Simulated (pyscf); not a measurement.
Four-centre exchange: AsH₃ + InH [singlet] -> H₂As–In [singlet] + hydrogen (H₂)

Gas phase, singlet surface, charge 0. Bonds broken: As1–H2, In5–H6. Bonds formed: As1–In5, H2–H6. Optimised with ωB97X-D3(BJ)/def2-SVP in PySCF.

Transition state (Å):

```xyz
6

As    -1.3647    -1.1162     0.4928
H     -0.6525     0.5089     0.8208
H     -0.4531    -1.6523    -0.6044
H     -2.4742    -0.7878    -0.4988
In    -0.4143     1.3070    -1.1723
H     -0.2030     1.5600     0.8194
```

One imaginary mode, 1335i cm⁻¹; descent along it reached the two sides named, in the forms told below.

```csv
bond,change,reactant side (Å),saddle,product side
As1–H2,breaks,1.521,1.804,3.3
In5–H6,breaks,1.858,2.019,3.0
As1–In5,forms,3.5,3.1,2.7
H2–H6,forms,2.425,1.143,0.763
```

Electronic energies relative to the separated reactants (kcal/mol):

```
level                   barrier  reaction energy  reverse barrier
----------------------  -------  ---------------  ---------------
ωB97X-D3(BJ)/def2-TZVP      7.6            -24.1             31.7
PBE/def2-TZVP               2.5            -18.4             20.8
r²SCAN/def2-TZVP            3.9            -18.7             22.6
B3LYP-D3(BJ)/def2-TZVP      7.1            -18.2             25.3
PBE0-D3(BJ)/def2-TZVP       4.8            -18.5             23.2
M06-2X/def2-TZVP            9.1            -20.1             29.2
ωB97M-D3(BJ)/def2-TZVP     12.3            -15.5             27.7
HF/def2-TZVP               29.1            -10.7             39.8
```

With ωB97M-D3(BJ)/def2-TZVP energies and thermal terms (ideal gas, 1 atm, RRHO with modes under 100 cm⁻¹ raised to 100, one conformer, R ln 2 for chiral ones without a mode under 150 cm⁻¹), in kcal/mol:

```
T (K)   ΔH‡   ΔG‡     ΔH     ΔG
-----  ----  ----  -----  -----
298    11.1  19.2  -15.6  -15.3
600    11.4  27.4  -14.6  -15.4
900    12.0  35.2  -14.2  -15.9
1200   12.5  42.9  -14.0  -16.5
```

On the reactant side the descent ends in a complex, 5.2 kcal/mol under the separated species and 12.8 kcal/mol under the saddle at ωB97X-D3(BJ)/def2-TZVP. This is the saddle that the search found; another between the same sides may lie lower. Elements up to Kr have no core potential and no relativistic terms here. Elements past Kr carry the def2 core potentials, without spin-orbit coupling.
